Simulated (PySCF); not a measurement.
# Working out the ionisation energy of Ne

Ne [Ne] (1S) → Ne+ [He] 2s2 2p5 (2P). Computed with PySCF 2.14 in dyall-av2z, with the non-relativistic Hamiltonian (point nucleus). Frozen: 1s2; the 8 highest virtual orbitals dropped. Energies in hartree (1 hartree = 27.21139 eV):

```tsv
part	Ne (lower)	Ne+ (upper)
UHF	-128.541637	-127.817221
CCSD correlation	-0.239579	-0.182427
(T)	-0.004107	-0.001993
```

Task: What does Hartree-Fock give?

Result: (-127.817221) − (-128.541637) = 0.724416 hartree = 19.712 eV.

Task: What do CCSD and CCSD(T) give?

Result: The CCSD correlation energies differ by 0.057152 hartree = 1.555 eV and the triples by 0.002114 hartree = 0.058 eV, so CCSD gives 21.267 eV and CCSD(T) 21.325 eV.

Measured between the centres of the two terms (NIST): 21.597 eV, so CCSD(T) (valence) is off by -0.272 eV.

A double-zeta basis recovers only part of the correlation energy.

What remains against the reference includes basis incompleteness, the frozen core and higher excitations.
